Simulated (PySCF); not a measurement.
Stepwise substitution at one centre (Al F-Br). All species are isolated molecules in the gas phase. Strings in code marks are SMILES.

The numbers are results of B3LYP-D3(BJ)/def2-TZVP (PySCF 2.14.0), not measurements. All candidates: neutral, multiplicity 1. B3LYP has the VWN-RPA correlation part, as in Gaussian. Delta-SCF ions had no search for a lower state. 

* **LUMO**: -1.87 eV
* **dipole moment**: 0.00 D
* **vertical ionisation energy (Delta-SCF)**: 10.40 eV

Name which member has these values.
A. `[Br][Al]([Br])[Br]`
B. `[F][Al]([F])[Br]`
C. `[F][Al]([Br])[Br]`
D. `[F][Al]([F])[F]`

A, `[Br][Al]([Br])[Br]`. The others give `[F][Al]([Br])[Br]`: -1.83 eV, 0.64 D, 10.92 eV; `[F][Al]([F])[Br]`: -1.84 eV, 0.69 D, 11.87 eV; `[F][Al]([F])[F]`: -1.92 eV, 0.00 D, 14.32 eV
